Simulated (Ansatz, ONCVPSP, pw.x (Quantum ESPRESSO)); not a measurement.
## What a changed setting does to a pw.x run (bcc N)

Potential: optimised norm-conserving Vanderbilt (ONCV), ONCVPSP 4.0.1.1 (patched build), PBEsol; core [He], reference 2s2 2p3; waves: 2s: rc 1.04 bohr, ncon 4, nbas 7, qcut 8.8 1/bohr, 2 projectors, debl 3.3 Ha; 2p: rc 2.10 bohr, ncon 4, nbas 9, qcut 6 1/bohr, 1 projector; d scattering state at 0.11 Ha: rc 1.55 bohr, ncon 4, nbas 8, qcut 5.5 1/bohr, 2 projectors, debl 1.2 Ha; local part: polynomial inside 0.60 bohr (lpopt 5, dvloc0 4 Ha); core correction: Teter function, fcfact 1.75, rcfact 1.15.

The reference run (k-mesh 18³, cutoffs 85/340 Ry, Fermi–Dirac 0.01 Ry, mixing_beta 0.4, conv_thr 1e-9, no spin) gives 2.26 GPa at 6.897 Å³/atom, where all-electron LAPW gives -0.77 GPa. This run, with its own iteration cap, changes input_dft to sla+noc, a wrong or extreme entry chosen on purpose.

```
&control
  calculation='scf', prefix='x', pseudo_dir='./', outdir='./tmp', tstress=.true., disk_io='none'
/
&system
  ibrav=0, nat=1, ntyp=1, ecutwfc=85, ecutrho=340, nbnd=9,
  occupations='smearing', smearing='fd', degauss=0.01, input_dft='sla+noc'
/
&electrons
  conv_thr=1e-09, mixing_beta=0.4, electron_maxstep=70
/
ATOMIC_SPECIES
N 1.0 N.UPF
CELL_PARAMETERS angstrom
  -1.19913132 1.19913132 1.19913132
  1.19913132 -1.19913132 1.19913132
  1.19913132 1.19913132 -1.19913132
ATOMIC_POSITIONS crystal
N 0.0000 0.0000 0.0000
K_POINTS automatic
18 18 18 0 0 0
```

```bash
pw.x < N.scf.in > N.scf.out
```

Question: How does the run end?

Answer: It converges in 6 iterations; the free energy moves by +7.86 eV/atom and the pressure by +9.27 GPa. The functional is no longer that of the file, so the result is not meaningful.

```
Exchange-correlation= SLA+NOC
     Message from routine setup:
     using ibrav=0 with symmetry is DISCOURAGED, use correct ibrav instead
     lattice parameter (alat)  =       3.9249  a.u.
     unit-cell volume          =      46.5433 (a.u.)^3
     number of electrons       =         5.00
     number of Kohn-Sham states=            9
     kinetic-energy cutoff     =      85.0000  Ry
     charge density cutoff     =     340.0000  Ry
     scf convergence threshold =      1.0E-09
     Exchange-correlation= SLA+NOC
     number of k points=   195  Fermi-Dirac smearing, width (Ry)=  0.0100
     iteration #  1     ecut=    85.00 Ry     beta= 0.40
     total energy              =     -18.74569188 Ry
     estimated scf accuracy    <       0.00106553 Ry
     iteration #  2     ecut=    85.00 Ry     beta= 0.40
     total energy              =     -18.74564600 Ry
     estimated scf accuracy    <       0.00025756 Ry
     iteration #  3     ecut=    85.00 Ry     beta= 0.40
     total energy              =     -18.74567261 Ry
     estimated scf accuracy    <       0.00000607 Ry
     iteration #  4     ecut=    85.00 Ry     beta= 0.40
     total energy              =     -18.74567293 Ry
     estimated scf accuracy    <       0.00000001 Ry
     iteration #  5     ecut=    85.00 Ry     beta= 0.40
     total energy              =     -18.74567294 Ry
     estimated scf accuracy    <          1.4E-09 Ry
     iteration #  6     ecut=    85.00 Ry     beta= 0.40
     the Fermi energy is    11.6206 ev
!    total energy              =     -18.74567294 Ry
     estimated scf accuracy    <          1.8E-10 Ry
     smearing contrib. (-TS)   =      -0.00226408 Ry
     The total energy is F=E-TS. E is the sum of the following terms:
     one-electron contribution =       4.18840317 Ry
     hartree contribution      =       1.29435841 Ry
     xc contribution           =      -4.15122770 Ry
     ewald contribution        =     -20.07494274 Ry
     convergence has been achieved in   6 iterations
          total   stress  (Ry/bohr**3)                   (kbar)     P=      115.27
     Message from routine punch:
     Nothing written, as per user request (disk_io='none')
```

The run took about 6.6 s on one core of a shared host (Intel(R) Xeon(R) 6975P-C, 192 threads, 378 GiB, load 25).
